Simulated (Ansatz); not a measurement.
# How the TA phonon frequency at X of rock-salt MgO moves with the method

No measured value is used here.

| level (code) | value (cm⁻¹) | cell (Å³/atom) |
|---|---|---|
| LDA (Ansatz) | 292 | 9.00 |
| PBE (Ansatz) | [?] | 9.62 |
| RPBE (Ansatz) | 274 | 9.93 |
| PBE-D3(BJ) (Ansatz) | [?] | 9.31 |
| r²SCAN (Ansatz) | 296 | 9.29 |
| B3LYP (VWN-RPA form) (Ansatz) | 291 | 9.42 |
| LC-ωPBE (Ansatz) | 296 | 9.28 |
| PBE0 (Ansatz) | [?] | 9.28 |
| r²SCAN0 (Ansatz) | 304 | 9.10 |
| Hartree–Fock (Ansatz) | 313 | 9.15 |

Task: What belongs in the gaps?

Result: 
- PBE (Ansatz, an electronic-structure program), value (cm⁻¹): 280
- PBE-D3(BJ) (Ansatz), value (cm⁻¹): 286
- PBE0 (Ansatz), value (cm⁻¹): 294

PBE-D3(BJ): the dispersion coefficients are held fixed in the derivatives. Each level is taken at its own relaxed cell. Cutoffs differ between the levels. Ansatz's density-functional and Hartree–Fock values are scalar-relativistic unless marked +SOC, with PAW data made under PBE.
